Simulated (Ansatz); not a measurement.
# Interaction energy ladder

The pair of NH4⁺ (SMILES [NH4+], atoms 1–5) and NH3 (SMILES N, atoms 6–9), both closed shells, in one local arrangement (a lower one may exist), relaxed at PBE0-D4/def2-TZVP:

```csv
atom,x (Å),y (Å),z (Å)
N1,-0.0657,-0.0475,-1.3093
H2,0.3634,0.7784,-1.7234
H3,0.4194,-0.8689,-1.6665
H4,-1.0342,-0.0912,-1.6218
H5,-0.0067,-0.0048,-0.1331
N6,0.0665,0.0481,1.3258
H7,1.0257,0.0921,1.6612
H8,-0.4118,0.8616,1.7053
H9,-0.3568,-0.7676,1.7617
```

Computed with Ansatz 0.2.0 (basis: def2-TZVPPD, with def2-QZVPPD for the basis limit); correlated methods freeze the cores. B3LYP uses VWN-RPA correlation. Extrapolation: Hartree–Fock as exp(−7.88 √X), correlation as X^−2.97. Interaction energies count from these two fragments, frozen as in the pair, with the counterpoise correction; negative means bound.

(1) What is the interaction energy by CCSD(T) at an estimated basis limit (MP2 extrapolated from triple and quadruple zeta, plus CCSD(T) − MP2 in triple zeta)? (An estimate is asked for; the value comes from the calculation.)

(2) Which atoms make the shortest contact between the fragments?

The T1 diagnostic stays at or below 0.009.

## Answers

(1) By the calculation: -145.8 kJ/mol. Hartree–Fock alone gives -128.8 kJ/mol at the basis limit. It counts from the two fragments frozen as in the pair.

The same quantity by other methods in triple zeta, and each one's difference from that estimate:
```csv
method,E_int (kJ/mol),difference
PBE-D4,-159.6,-13.8
revPBE-D4,-155.1,-9.3
BLYP-D4,-151.0,-5.2
r2SCAN-D4,-158.7,-12.9
B97M-V,-152.1,-6.3
PBE0-D4,-159.4,-13.6
B3LYP-D4,-152.9,-7.1
HSE06-D4,-159.5,-13.7
wB97X-V,-149.7,-3.9
wB97M-V,-148.0,-2.2
B2PLYP,-146.9,-1.1
HF,-128.8,17.0
MP2,-145.1,0.7
CCSD,-139.2,6.6
CCSD(T),-141.8,4.0
```
Differences are method less estimate.

(2) H5 and N6, 1.46 Å apart.

Energy to bend the free fragments (PBE0-D4 minima) into their shapes in the pair, CCSD(T)/def2-TZVPPD: NH4⁺ 37.6 kJ/mol; NH3 0.0 kJ/mol. This must be added to the interaction energy to get the binding energy from relaxed fragments.

Basis-set superposition shift (counterpoise-corrected less uncorrected): CCSD(T) 4.1; MP2 4.3; HF 0.4; PBE0-D4 0.6; wB97M-V 0.7 kJ/mol.

For scale, one of the runs: CCSD(T)/def2-TZVPPD, 193 basis functions, launched by `ansatz run in.yaml --threads 2 --pin off --events-out ev --progress --plain --max-ram 5222MiB`. The run took 47 s on 2 CPU threads of an Arm Neoverse N1 (shared host), with 2.2 GiB of host memory at its peak.
